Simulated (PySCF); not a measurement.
A failing input for B2⁺

```python
from pyscf import gto, scf
from pyscf.prop.polarizability import uhf as pol

mol = gto.M(
    atom='B 0 0 0; B 0 0 1.817',
    basis='ano-rcc-vdzp',
    charge=1,
    spin=1,
    symmetry=True,
    verbose=4,
)
mf = scf.UHF(mol)
mf = mf.sfx2c1e()
mf.max_cycle = 2
mf.kernel()
print('polarizability (a.u.)')
print(pol.Polarizability(mf).polarizability().round(4))
mf.dip_moment()
print('orbital energies (hartree):', [e[max(0, n-3):n+3].round(4) for e, n in zip(mf.mo_energy, mol.nelec)])
```

```bash
$ OMP_NUM_THREADS=1 python input.py
```

The log, shortened:

```
[earlier lines left out]
ecp = {}

******** <class 'pyscf.x2c.sfx2c1e.sfX2C1eSymAdaptedUHF'> ********
method = sfX2C1eSymAdaptedUHF
initial guess = minao
damping factor = 0
level_shift factor = 0
DIIS = <class 'pyscf.scf.diis.CDIIS'>
SCF conv_tol = 1e-09
SCF max_cycles = 2
number electrons alpha = 5  beta = 4

******** <class 'pyscf.x2c.sfx2c1e.SpinFreeX2CHelper'> ********
approx = 1e
xuncontract = 1
Freeze 0 electrons in irreps []
    9 free electrons in irreps A1g E1gx E1gy A1u E1uy E1ux E2gx E2gy E2uy E2ux
init E= -48.9965176529639

cycle= 1 E= -48.7389907264951  delta_E= 0.258  |g|= 0.205  |ddm|= 1.11

cycle= 2 E= -48.7915024934235  delta_E= -0.0525  |g|= 0.0342  |ddm|= 0.314
SCF not converged.
SCF energy = -48.7915024934235 after 2 cycles  <S^2> = 0.75075976  2S+1 = 2.0007596
polarizability (a.u.)
Isotropic polarizability nan
Polarizability anisotropy nan
[[nan nan nan]
 [nan nan nan]
 [nan nan nan]]
Dipole moment(X, Y, Z, Debye): -0.00000, -0.00000,  4.36371
orbital energies (hartree): [array([-1.0693, -0.7387, -0.6463, -0.6463, -0.3655, -0.1864]), array([-8.1891, -1.0139, -0.7076, -0.3518, -0.3055, -0.3055])]
```

Task: Which setting is at fault, why, and what does a mended input give?

Result: The cycle limit (2): the limit is below the number of cycles that the SCF needs. With this edit
```diff
- mf.max_cycle = 2
```
the run finishes: E(SCF) = -48.792921 Eh, 10 cycles, ⟨S²⟩ = 0.753.

The bond length is a typed value, not an optimised one. The dipole of an ion depends on the origin. No search for the lowest solution was made.
